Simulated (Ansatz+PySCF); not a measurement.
Results of a calculation; reference values are marked as such.
Several solutions for singlet C2H4

```yaml
atoms:
  - { symbol: C, position_ang: [0.0000, 0.0000, -0.6653] }
  - { symbol: C, position_ang: [0.0000, 0.0000, 1.0645] }
  - { symbol: H, position_ang: [0.0000, -0.9311, -1.2403] }
  - { symbol: H, position_ang: [0.0000, 0.9311, -1.2403] }
  - { symbol: H, position_ang: [0.0000, -0.9311, 1.6395] }
  - { symbol: H, position_ang: [0.0000, 0.9311, 1.6395] }
```

Basis set: STO-3G (spherical functions). Charge 0, multiplicity 1.

PBE0 (unrestricted) was run from several starts with Ansatz (development build ahead of 0.2.0) and PySCF 2.14.0.

| run | program | start | converged | energy (hartree) | <S²> |
| --- | --- | --- | --- | --- | --- |
| A | Ansatz | stability test followed | yes | -77.42020 | 0.59 |
| B | Ansatz | search for the lowest state | yes | -77.42020 | 0.59 |
| C | PySCF | program defaults | yes | -77.40830 | 0.00 |
| D | Ansatz | atomic start, no search | yes | -77.40830 | 0.00 |

Task: Which runs reached the lowest solution of this kind, and what is wrong with the others?

Result: A, B reached the lowest solution found. Converged but too high: C by 0.32 eV, D by 0.32 eV. Convergence only shows a stationary point, and even a stable one can lie too high; stability tests and further starts are what find lower ones. Caution: the unrestricted determinant is spin contaminated.
